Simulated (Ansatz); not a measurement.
`CC(C)(F)C=O` + `N#CO` → `N#COC=O` + `CC(C)F`  (substitution at a C–C bond)

Calculated with Ansatz (gas phase, PBE0-D4/def2-TZVP geometries, no zero-point term in ΔE). CCSD(T)/CBS adds triple-zeta CCSD(T) − MP2 to the extrapolated MP2 energy (def2 sets, frozen cores). This one scheme is used for every species. Functionals use def2-TZVPP. Each species was taken in one conformer, which may not be the lowest.

Task: Is it downhill or uphill in electronic energy at CCSD(T)/CBS, and by how much? (Best estimate.)

Result: Computed: Nearly level: ΔE = -0.02 eV.

Task: What do these levels give: BLYP-D4, r2SCAN, CAM-B3LYP, MP2/def2-SVP, CCSD/def2-SVP, SCS-MP2/def2-TZVPP? (An estimate is asked.)

Result: Computed: BLYP-D4 -0.17, r2SCAN -0.13, CAM-B3LYP -0.12, MP2/def2-SVP -0.11, CCSD/def2-SVP -0.09, SCS-MP2/def2-TZVPP -0.08 eV.

Largest T1 diagnostic among the species: 0.017.

Leaving LDA and LC-ωPBE aside and taking each functional with its dispersion term where it has one, the values, not all of them listed here, spread over 0.13 eV, from BLYP-D4 to ωB97M-V. LDA lies +0.07 eV from PBE without D4. At CCSD(T), def2-SVP lies −0.08 eV from the extrapolated value and def2-TZVPP −0.03 eV.
